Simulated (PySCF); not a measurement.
Static response to an electric field

Compound: CH₂Si.
Geometry (PBE0-D3(BJ)/def2-SVP, Å), atoms numbered from 1 in this order:
```xyz
4
CH2Si angstrom
C     -0.777   -0.147    0.008
Si     0.743    0.458   -0.130
H     -1.864   -0.081   -0.003
H      2.002   -0.311    0.048
```

Level: wB97X-D/def2-SVPD (PySCF), static field, nuclei fixed, core orbitals frozen in the response. The polarisability tensor in these axes (au):

```
x   60.76  9.40 -2.16
y    9.40 43.54 -0.87
z   -2.16 -0.87 39.97
```

Diagonalise the tensor; give its mean and Δα, where Δα² is half the sum of the squared differences of the eigenvalues.

Principal values 39.38, 39.77 and 65.11 au; mean 48.09 au = 7.13 Å³ = 7.93 × 10⁻⁴⁰ C²·m²/J; Δα = 25.54 au (53 % of the mean).

What is the dipole moment, and where does it point?

(1.09, 0.33, -0.07) D, 1.14 D in size, pointing from the negative to the positive side. Measured along this direction, the outermost atoms are H3 at the negative end and H4 at the positive end.

Give the eigenvalues of the traceless quadrupole moment Θ = ½Σq(3rr − r²1), origin at the centre of nuclear charge.

-2.96, -2.39, 5.35 D·Å. The values depend on the origin, since the dipole doesn't vanish. The electronic extent ⟨r²⟩ about the same centre is 112 bohr², a root-mean-square distance of 1.19 Å for the 22 electrons.

Orientational against electronic polarisability at 250 K (dilute gas, rigid molecules)?

In Gaussian units μ²/3kT = 12.63 Å³ against 7.13 Å³, a ratio of 1.77; the Debye molar polarisation (4π/3)N_A(α + μ²/3kT) is 49.8 cm³/mol, leaving out the vibrational part.

Find the Langevin capture rate constant for H3O+ (19.018 u) meeting this molecule (41.993 u), k = 2.342 × 10⁻⁹ cm³/s × √(α in Å³ / reduced mass in u).

The reduced mass is 13.09 u, so k = 1.73 × 10⁻⁹ cm³/s. The formula leaves out the permanent dipole, which adds to the capture rate.

Isolated species at its PBE0-D3(BJ)/def2-SVP geometry, gas phase.

These values come from a run that also computed excited states and ΔSCF ions. Hardware: one thread, Intel Xeon Platinum 8375C at 2.90 GHz (x86_64) (shared host). Cost: 12 s wall, 0.29 GiB resident at most.
